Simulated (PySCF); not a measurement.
Cl₂, SMILES ClCl (connectivity only; charge and spin as stated), charge +1, multiplicity 2. Atoms are numbered in the order given.

```xyz
2

Cl     0.0000     0.0000    -0.9417
Cl     0.0000     0.0000     0.9417
```
Charge +1, spin multiplicity 2.

Geometry: PBE0-D3(BJ)/def2-TZVPD.

Two levels are set side by side: PBE/pcH-1 (PySCF) and PBE0/pcH-1 (PySCF). Contact hyperfine couplings, same geometry. Differences are taken from unrounded values.

```csv
quantity,PBE
"A(iso) of 35Cl, atom Cl1 (MHz)",-0.9
"A(iso) of 35Cl, atom Cl2 (MHz)",-0.9
```

Question: These are the PBE values. What does PBE0 give? (Estimate from the structure and the level; the computed values follow.)

Answer: 
```csv
quantity,PBE0,PBE minus PBE0
"A(iso) of 35Cl, atom Cl1 (MHz)",11.9,-12.7
"A(iso) of 35Cl, atom Cl2 (MHz)",11.9,-12.7
```

Rough cost on one machine, each run with all the roots and properties that it gave: PBE0 against PBE within a factor of 2.
